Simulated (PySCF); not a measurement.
Ligands exchanged one at a time, Si Cl-Br. All species are isolated molecules in the gas phase. Strings in code marks are SMILES.

The HOMO–LUMO gap from two functionals at the same geometries (B3LYP-D3(BJ)/def2-TZVP), both in PySCF: PBE-D3(BJ)/def2-TZVP and B3LYP-D3(BJ)/def2-TZVP. B3LYP has the VWN-RPA correlation part, as in Gaussian. 

| species | PBE-D3(BJ)/def2-TZVP (eV) | B3LYP-D3(BJ)/def2-TZVP (eV) |
|---|---|---|
| 0 of 4 Cl replaced by Br (`Cl[Si](Cl)(Cl)Cl`) | 6.37 | 8.25 |
| 1 of 4 Cl replaced by Br (`[Si](Br)(Cl)(Cl)Cl`) | 5.68 | 7.43 |
| 2 of 4 Cl replaced by Br | 5.23 | 6.92 |
| 3 of 4 Cl replaced by Br (`Cl[Si](Br)(Br)Br`) | 4.92 | 6.57 |
| 4 of 4 Cl replaced by Br (`[Si](Br)(Br)(Br)Br`) | 4.73 | 6.35 |

Over these rows, drawn at random from the members with no instability flagged (it was tested for open shells, ions and some series alone), PBE minus B3LYP-D3(BJ): mean -1.71 eV, from -1.88 eV to -1.62 eV.
